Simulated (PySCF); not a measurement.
**Relaxation of singlet SiFCl**

Method: PBE0/[Si def2-TZVP, F def2-TZVP, Cl def2-TZVP], no relativity, density fitting, PySCF. A (50,194) grid was used.

A hand-made bent start, of Cs symmetry, held to at least that symmetry:

```xyz
3
charge 0 multiplicity 1, angstrom
Si   -0.4097    0.0000   -0.7656
F    -1.8842    0.0000    0.2668
Cl    1.3515    0.0000    0.4676
```

What forces act on the atoms at the start (eV/Å)?


| atom | Fx | Fy | Fz |
| --- | --- | --- | --- |
| Si1 | -2.05 | 0.00 | 2.05 |
| F2 | 3.20 | 0.00 | -1.69 |
| Cl3 | -1.15 | 0.00 | -0.36 |

What does it relax to?

It ends at Cs with Si–Cl 2.080 Å, Si–F 1.603 Å; Cl–Si–F 100.6° (after a last refinement on a finer grid). A frequency run shows a minimum. Other isomers or separated fragments may lie lower.

How much energy is released, and in how many steps?

53.4 kJ/mol in 5 steps.
